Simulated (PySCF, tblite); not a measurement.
C₅H₉F.
Numbering: `[CH3:1][CH2:2][C:3]1([F:4])[CH2:5][CH2:6]1` (hydrogens: H7, H8, H9 on C1; H10, H11 on C2; H12, H13 on C5; H14, H15 on C6)

Computed with GFN2-xTB (tblite), gas phase: nudged elastic band of 9 images (0 to 8), spring 0.2 eV/Å², climbing image at the end, force threshold 0.05 eV/Å. The top image wasn't refined or checked by frequencies; at this threshold it can lie a kcal/mol or more above the true saddle point of the method.

Path: rotation about C2–C3 (chain CH2 carbon, sp3 C–F carbon), followed by the dihedral C1–C2–C3–C6.

Image 0 (start, dihedral 150°):
```
atom  x, y, z in Å
C1      1.936   -0.358    0.215
C2      0.747    0.545    0.539
C3     -0.389    0.334   -0.432
F4     -0.053    0.756   -1.699
C5     -1.289   -0.857   -0.365
C6     -1.823    0.517   -0.054
H7      1.649   -1.404    0.289
H8      2.753   -0.169    0.906
H9      2.284   -0.166   -0.797
H10     1.058    1.591    0.490
H11     0.384    0.342    1.547
H12    -1.588   -1.313   -1.295
H13    -1.146   -1.555    0.445
H14    -2.053    0.770    0.969
H15    -2.475    0.977   -0.780
```

Image 8 (end, 0.000 eV, dihedral -76°):
```
atom  x, y, z in Å
C1      1.935    0.399    0.117
C2      0.748   -0.391    0.662
C3     -0.388   -0.429   -0.330
F4     -0.052   -1.157   -1.450
C5     -1.824   -0.511    0.076
C6     -1.287    0.741   -0.569
H7      2.294   -0.053   -0.804
H8      2.748    0.409    0.838
H9      1.643    1.425   -0.095
H10     0.386    0.059    1.587
H11     1.057   -1.417    0.877
H12    -2.473   -1.139   -0.514
H13    -2.060   -0.495    1.129
H14    -1.149    1.620    0.041
H15    -1.581    0.947   -1.586
```

Q: What do the inner images look like?

A: 
Image 1: +0.019 eV, dihedral 166°
```
atom  x, y, z in Å
C1      2.012   -0.278    0.168
C2      0.727    0.440    0.572
C3     -0.385    0.239   -0.432
F4      0.017    0.530   -1.716
C5     -1.394   -0.855   -0.296
C6     -1.804    0.583   -0.109
H7      1.850   -1.351    0.099
H8      2.788   -0.088    0.905
H9      2.356    0.081   -0.799
H10     0.925    1.510    0.673
H11     0.379    0.065    1.535
H12    -1.719   -1.354   -1.195
H13    -1.336   -1.495    0.571
H14    -2.022    0.939    0.885
H15    -2.400    1.043   -0.883
```

Image 2: +0.063 eV, dihedral -177°
```
atom  x, y, z in Å
C1      2.066   -0.188    0.125
C2      0.715    0.327    0.613
C3     -0.382    0.143   -0.416
F4      0.072    0.288   -1.707
C5     -1.493   -0.840   -0.229
C6     -1.772    0.639   -0.174
H7      2.018   -1.252   -0.093
H8      2.823   -0.019    0.887
H9      2.363    0.335   -0.780
H10     0.803    1.388    0.863
H11     0.422   -0.207    1.519
H12    -1.838   -1.382   -1.095
H13    -1.521   -1.406    0.689
H14    -1.983    1.097    0.780
H15    -2.299    1.083   -1.004
```

Image 3: +0.107 eV, dihedral -160°
```
atom  x, y, z in Å
C1      2.100   -0.089    0.094
C2      0.709    0.206    0.646
C3     -0.381    0.046   -0.401
F4      0.103    0.035   -1.689
C5     -1.585   -0.810   -0.167
C6     -1.723    0.687   -0.240
H7      2.162   -1.113   -0.266
H8      2.844    0.055    0.874
H9      2.328    0.578   -0.733
H10     0.687    1.226    1.038
H11     0.496   -0.473    1.475
H12    -1.960   -1.389   -0.996
H13    -1.685   -1.294    0.793
H14    -1.910    1.237    0.668
H15    -2.190    1.107   -1.118
```

Image 4 (top): +0.123 eV, dihedral -143°
```
atom  x, y, z in Å
C1      2.111    0.014    0.075
C2      0.707    0.078    0.668
C3     -0.381   -0.051   -0.387
F4      0.113   -0.221   -1.660
C5     -1.664   -0.768   -0.109
C6     -1.658    0.725   -0.307
H7      2.275   -0.942   -0.416
H8      2.850    0.133    0.864
H9      2.252    0.802   -0.659
H10     0.582    1.028    1.195
H11     0.591   -0.725    1.401
H12    -2.079   -1.376   -0.897
H13    -1.821   -1.161    0.884
H14    -1.806    1.360    0.551
H15    -2.075    1.111   -1.225
```

Image 5: +0.103 eV, dihedral -126°
```
atom  x, y, z in Å
C1      2.099    0.118    0.069
C2      0.710   -0.050    0.678
C3     -0.382   -0.147   -0.374
F4      0.099   -0.475   -1.621
C5     -1.729   -0.714   -0.053
C6     -1.579    0.750   -0.374
H7      2.352   -0.744   -0.544
H8      2.840    0.211    0.859
H9      2.140    1.005   -0.558
H10     0.492    0.800    1.328
H11     0.700   -0.953    1.296
H12    -2.193   -1.343   -0.796
H13    -1.927   -1.011    0.965
H14    -1.673    1.464    0.429
H15    -1.953    1.097   -1.325
```

Image 6: +0.059 eV, dihedral -109°
```
atom  x, y, z in Å
C1      2.066    0.219    0.074
C2      0.719   -0.174    0.676
C3     -0.383   -0.244   -0.361
F4      0.062   -0.719   -1.574
C5     -1.777   -0.651   -0.002
C6     -1.488    0.761   -0.440
H7      2.388   -0.524   -0.651
H8      2.815    0.285    0.860
H9      1.998    1.181   -0.428
H10     0.424    0.554    1.434
H11     0.817   -1.147    1.165
H12    -2.299   -1.292   -0.694
H13    -2.002   -0.846    1.036
H14    -1.514    1.544    0.302
H15    -1.830    1.062   -1.418
```

Image 7: +0.017 eV, dihedral -92°
```
atom  x, y, z in Å
C1      2.013    0.315    0.094
C2      0.732   -0.290    0.663
C3     -0.387   -0.338   -0.351
F4      0.004   -0.948   -1.523
C5     -1.809   -0.581    0.046
C6     -1.392    0.757   -0.506
H7      2.383   -0.288   -0.731
H8      2.778    0.354    0.866
H9      1.833    1.323   -0.272
H10     0.388    0.298    1.515
H11     0.939   -1.306    1.012
H12    -2.398   -1.223   -0.591
H13    -2.041   -0.669    1.095
H14    -1.335    1.598    0.167
H15    -1.712    1.007   -1.506
```

The largest changes of bonds and angles from start to top: C2–C3 1.509 → 1.521 Å, C2–H11 1.091 → 1.093 Å, C2–C3–F4 111.5 → 113.3°, C1–C2–C3 111.5 → 112.7°, C1–C2–H11 110.2 → 109.1°. GFN2-xTB torsional profiles can miss by a kcal/mol or more and can put conformers in the wrong order.

Q: What do single points at PBE0/pcSseg-1 (PySCF, no dispersion term) give on some images?

A: 
```csv
image,GFN2-xTB E (eV),DFT E (eV),HOMO (eV),LUMO (eV),dipole (D)
0,0.000,0.000,-7.82,1.44,1.68
2,0.063,0.068,-7.76,1.44,1.63
4,0.123,0.169,-7.68,1.44,1.58
6,0.059,0.061,-7.76,1.45,1.64
8,0.000,0.000,-7.82,1.44,1.68
```

Energies count from image 0 at each level. At the GFN2-xTB top the DFT energy is 3.9 kcal/mol against 2.8; the geometries weren't optimised at the DFT level.

What follows is the cost of the whole band run. On Intel Xeon Platinum 8559C, one thread, shared host, this took 1.7 s of wall time and 0.19 GiB of memory at its peak.
